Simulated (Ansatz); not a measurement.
**AlH3S (SMILES [AlH2][SH]): from total energies to a heat of formation**

AlH3S has 5 atoms, charge 0, and is taken as a singlet. As SMILES, `[AlH2][SH]`. Geometry: relaxed at PBE0-D4/def2-TZVP.

Total energies at PBE0/def2-TZVP (Ansatz 0.2.0); the atoms run unrestricted:

```tsv
species	state	energy (Eh)
AlH3S	singlet	-642.211609
Al	doublet	-242.248945
S	triplet	-397.973710
H	doublet	-0.501036
```

Harmonic wavenumbers at PBE0-D4/def2-TZVP, in cm⁻¹: 368, 421, 498, 583, 684, 767, 1943, 1962, 2712.

Measured heats of formation of the gaseous atoms at 298.15 K, in kJ/mol: Al 329.7, S 277.0, H 218.0. Spin-orbit lowering of the atoms at 298 K (mean of the ground term's levels less their thermal mean, from spectra), in kJ/mol: Al 0.17, S 1.88. Take 1 Eh = 2625.50 kJ/mol, 1 cm⁻¹ = 0.0119627 kJ/mol, RT = 2.479 kJ/mol.

Question: What heat of formation follows?

Answer: 
1. Electronic atomisation energy: (-242.248945) + (-397.973710) + 3 × (-0.501036) − (-642.211609) = 0.485846 Eh = 1275.6 kJ/mol.
2. Zero-point energy: half the sum of the wavenumbers, 4969 cm⁻¹ = 59.4 kJ/mol.
3. Thermal vibrational enthalpy, Σ hcν̃/(exp(hcν̃/kT) − 1): 3.2 kJ/mol. Translation, rotation and pV of a non-linear molecule: 4 RT = 9.9 kJ/mol.
4. The 5 free atoms carry 5/2 RT each: 31.0 kJ/mol.
5. Spin-orbit coupling lowers the free atoms by 0.17 + 1.88 = 2.0 kJ/mol.
6. Atomisation enthalpy at 298 K: 1275.6 − 2.0 − 59.4 − 3.2 − 9.9 + 31.0 = 1232.1 kJ/mol.
7. Sum of the atoms' heats of formation: 1260.7 kJ/mol. Heat of formation: 1260.7 − 1232.1 = +28.6 kJ/mol.

No measured value is set beside it here. Anharmonicity and any spin-orbit splitting of the molecule are left out.
